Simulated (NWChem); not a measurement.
Correlation energy of CH$_{2}$ (+1)

```
C
H 1 1.1199
H 1 1.1199 2 141.48
```
Charge +1, spin multiplicity 2.

All runs are NWChem calculations. Structure: optimised with UPBE/def2-SVP, a minimum by its harmonic frequencies.

Basis set: 6-31G*. Each correlation energy counts from its own Hartree-Fock reference.

The correlated methods keep 1 core orbital frozen. The Pople sets run with spherical d functions. This spin state was chosen for the runs; another may lie lower. The structure started from a generated list of species. The unpaired electrons of the parent sit in orbitals of symmetry a1 (C2v labels of the run); other states weren't searched. The stability of the SCF solutions was not checked. Open-shell Hartree-Fock references start from PBE0 orbitals. Coupled-cluster values serve here as a point of comparison, not as the truth.

```csv
method,correlation energy (mHa)
UMP2,-69.1
SCS-UMP2,-74.6
CCSD on UHF,-88.3
CCSD[T] on UHF,-89.5
CCSD(T) on UHF,-89.5
CCSD on ROHF,…
CCSD[T] on ROHF,-92.0
CCSD(T) on ROHF,-91.9
CCSDT on ROHF,…
```

Q: Complete the blanks.

A: 
- CCSD on ROHF, correlation energy (mHa): -90.7
- CCSDT on ROHF, correlation energy (mHa): -92.2
